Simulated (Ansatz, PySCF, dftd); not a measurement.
Species: C2H5O, charge 0, doublet. C2H5O (SMILES C[CH]O, doublet).
B3LYP-D3(BJ)/def2-TZVP minimum from Ansatz (a program for electronic structure):
```
C
O 1 1.3741
H 2 0.9628 1 109.63
H 1 1.0856 2 116.67 3 -26.31
C 1 1.4793 4 121.35 2 148.14
H 5 1.0905 1 110.30 4 37.29
H 5 1.0936 6 108.40 1 -121.60
H 5 1.1007 6 107.78 7 -115.40
```
Charge 0, spin multiplicity 2.

Quantity: enthalpy of formation at 298 K (by atomisation, with ideal-gas terms from PySCF's Hessian at B3LYP-D3(BJ)/def2-TZVP and the atoms' measured values of the G2/97 table; no spin-orbit terms), in kcal/mol. Open shells are spin-unrestricted; no spin-orbit coupling. Correlated methods leave the cores frozen. Rows without X2C or -DK are non-relativistic. CBS(X,Y): correlation extrapolated as X^-3, Hartree-Fock from the larger set. A bracket is a step between two methods taken in the basis named. Functionals run without relativity, which enters their misses. Double hybrids freeze cores in their MP2 part. '+ core + X2C': CCSD(T) terms for core correlation (cc-pwCVTZ) and scalar relativity (cc-pVTZ-DK). For partners of very few electrons the exact lower level stands in for a higher one.

```tsv
level	program	enthalpy of formation at 298 K (kcal/mol)	difference against the last row
PBE-D4/def2-TZVPD	Ansatz + dftd4	-31.4	-16.9
CAM-B3LYP-D4/def2-TZVPD	Ansatz + dftd4	-18.4	-3.9
B2GP-PLYP-D3(BJ)/def2-TZVPD	Ansatz + dftd3	-3.6	10.9
CCSD/aug-cc-pVTZ	Ansatz	10.3	24.8
CCSDT(Q)/cc-pVDZ	Ansatz	41.1	55.6
CCSD(T)/CBS(cc-pVTZ,cc-pVQZ) + [CCSDT(Q) - CCSD(T)]/cc-pVDZ + core + X2C	Ansatz	-14.5	0.0
```
